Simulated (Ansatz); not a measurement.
Two shapes of singlet NF₃.

Shape 1:

```xyz
4

N    -0.0047    0.0139    0.5150
F     1.2402   -0.0272   -0.1564
F    -0.5929    1.0120   -0.0995
F    -0.5885   -1.0924   -0.0959
```

Shape 2:

```xyz
4

N     0.0067   -0.0010    0.4598
F     1.2177   -0.0095   -0.1241
F    -0.6177    1.0567   -0.1176
F    -0.6045   -1.0625   -0.1174
```

Basis set: STO-3G (spherical functions). Left uncorrelated: 4 orbitals. Charge 0, multiplicity 1.

Computed with Ansatz (development build ahead of 0.2.0); each method stands on the lowest determinant of its kind that the runs found.

Q: Which shape is lower in energy, and by how much in each method?

A:

| method | E(2) − E(1) (eV) |
| --- | --- |
| RHF | -0.105 |
| RHF-MP2 | 0.039 |

The methods disagree on the order.
